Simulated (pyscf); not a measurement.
Four-centre exchange: O=SiH–OH + NH₃ → H₂N–SiH=O + H₂O

Gas phase, singlet surface, charge 0. Bonds broken: Si2–O3, N6–H7. Bonds formed: Si2–N6, O3–H7. Single points on ωB97X-D3(BJ)/def2-SVP structures (PySCF, gas phase). MP2 and CC: frozen core, UHF for open shells. ΔMP2 is the change of the MP2 total energy from the triple- to the quadruple-zeta basis.

Transition state (Å):

```xyz
9

O     -1.6992    -0.7310     2.4995
Si    -1.9467    -0.4256     1.0154
O     -1.1498    -1.6560    -0.1331
H     -3.2439    -0.1691     0.3458
H     -0.6895    -2.3590     0.3499
N     -0.7115     0.6238     0.1299
H     -0.5284    -0.6813    -0.3079
H     -1.0322     1.3191    -0.5437
H     -0.0074     1.0413     0.7393
```

One imaginary mode, 1165i cm⁻¹; descent along it reached the two sides named, in the forms told below.

```csv
bond,change,reactant side (Å),saddle,product side
Si2–O3,breaks,1.674,1.862,2.025
N6–H7,breaks,1.022,1.389,2.7
Si2–N6,forms,2.001,1.847,1.719
O3–H7,forms,2.6,1.169,0.970
```

Electronic energies relative to the separated reactants (kcal/mol):

```
level                             barrier  reaction energy  reverse barrier
--------------------------------  -------  ---------------  ---------------
ωB97X-D3(BJ)/def2-TZVP               -0.8             +7.5             -8.3
PBE/def2-TZVP                        -1.7             +8.2             -9.9
r²SCAN/def2-TZVP                     -2.2             +8.5            -10.7
B3LYP-D3(BJ)/def2-TZVP                1.2             +8.0             -6.9
PBE0-D3(BJ)/def2-TZVP                -3.1             +7.3            -10.5
M06-2X/def2-TZVP                     -2.1             +7.9            -10.0
ωB97M-D3(BJ)/def2-TZVP                0.3             +8.1             -7.8
HF/def2-TZVP                         12.4             +8.4              4.1
MP2/def2-QZVPP                        0.6             +7.3             -6.6
CCSD/def2-TZVPP                       3.6             +7.7             -4.1
CCSD(T)/def2-TZVPP                    2.1             +7.8             -5.8
CCSD(T)/def2-TZVPP + ΔMP2(QZVPP)      2.0             +7.3             -5.3
```

With CCSD(T)/def2-TZVPP + ΔMP2(QZVPP) energies and thermal terms (ideal gas, 1 atm, RRHO with modes under 100 cm⁻¹ raised to 100, one conformer, R ln 2 for chiral ones without a mode under 150 cm⁻¹), in kcal/mol:

```json
[
 {"T (K)": "298", "ΔH‡": "1.0", "ΔG‡": "12.1", "ΔH": "+6.9", "ΔG": "+6.8"},
 {"T (K)": "600", "ΔH‡": "1.1", "ΔG‡": "23.4", "ΔH": "+7.2", "ΔG": "+6.5"},
 {"T (K)": "900", "ΔH‡": "1.7", "ΔG‡": "34.4", "ΔH": "+7.4", "ΔG": "+6.1"},
 {"T (K)": "1200", "ΔH‡": "2.5", "ΔG‡": "45.2", "ΔH": "+7.5", "ΔG": "+5.7"}
]
```

On the reactant side the descent ends in an adduct with a N–Si contact, 30.4 kcal/mol under the separated species and 29.6 kcal/mol under the saddle at ωB97X-D3(BJ)/def2-TZVP. On the product side the descent ends in an adduct with a O–Si contact, 17.7 kcal/mol under the separated species and 9.4 kcal/mol under the saddle at ωB97X-D3(BJ)/def2-TZVP. At ωB97X-D3(BJ)/def2-TZVP, PBE, r²SCAN, PBE0-D3(BJ), M06-2X the saddle lies under the separated reactants, which points to a path from their complex (located at ωB97X-D3(BJ) alone). At ωB97X-D3(BJ)/def2-TZVP, PBE, r²SCAN, B3LYP-D3(BJ), PBE0-D3(BJ), M06-2X, ωB97M-D3(BJ)/def2-TZVP, MP2, CCSD, CCSD(T), CCSD(T) the saddle lies under the separated products, which points to a path from their complex (located at ωB97X-D3(BJ) alone), and parting the products costs more than the saddle. What is counted as formed (N–Si) is already present as a longer contact in the reactant adduct; forming that adduct is a step of its own. What is counted as broken (O–Si) persists as a longer contact in the product adduct; parting that adduct is a step of its own. The same reactants have a lower exit, to H₂N–SiH(OH)–OH (barrier -16.4 kcal/mol at ωB97M-D3(BJ)/def2-TZVP, against +0.3 kcal/mol here). O=SiH–OH lies 9.8 kcal/mol over its isomer HO–Si:–OH [singlet] (electronic energy, ωB97M-D3(BJ)/def2-TZVP). H₂N–SiH=O lies 7.4 kcal/mol over its isomer H₂N–Si:–OH [singlet] (electronic energy, ωB97M-D3(BJ)/def2-TZVP). One saddle was located; it need not be the lowest between these sides. The CCSD(T) − MP2 part came from Ansatz, without density fitting, on the same reference.
